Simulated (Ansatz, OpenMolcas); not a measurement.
SiS (SMILES [Si-]#[S+]): the energy, rung by rung

The species is SiS (2 atoms), meant as a singlet with charge 0. SMILES: `[Si-]#[S+]`. The bond length is the measured one.

```xyz
2

Si    0.0000    0.0000    0.0000
S     0.0000    0.0000    1.9293
```

Each level gives the energy change with the Si1–S2 bond stretched from 1.929 to 3.859 Å (eV). The values are calculated.

```
                        level                   kind     program  value (eV)  less FCI/STO-3G  CPU time (all runs)
       HF/STO-3G (restricted)           Hartree–Fock      Ansatz        8.65            +2.20                0.4 s
    SVWN5/STO-3G (restricted)                    LDA      Ansatz        9.60            +3.15                3.4 s
   revPBE/STO-3G (restricted)                    GGA      Ansatz        9.04            +2.59                5.1 s
    BHLYP/STO-3G (restricted)          global hybrid      Ansatz        9.97            +3.52                2.2 s
   B2PLYP/STO-3G (restricted)          double hybrid  OpenMolcas        3.72            -2.73                 11 s
  RPA@PBE/STO-3G (restricted)                    RPA      Ansatz        6.29            -0.16                7.2 s
    MP2/STO-3G (unrestricted)    perturbation theory      Ansatz        6.33            -0.12                  2 s
CCSD(T)/STO-3G (unrestricted)  coupled cluster or CI      Ansatz        6.46            +0.01                2.8 s
                   FCI/STO-3G     exact in the basis      Ansatz        6.45             0.00                2.1 s
```

FCI/STO-3G is exact within its basis and frozen core, so for wave-function methods in that basis the difference is their error; functionals converge differently with the basis, so for them it is only a difference. Spin-restricted single references rise too steeply as a bond breaks. The first shape isn't each level's own minimum. The values span 3.72 to 9.97 eV. Spin contamination of the reference (⟨S²⟩ at least 0.1 too high) touches MP2/STO-3G, CCSD(T)/STO-3G. All rows use very small basis sets, so even the best lies far from the true value. Times are those of the runs behind each value, whatever else they computed, on shared processors of several kinds: orders of magnitude only.
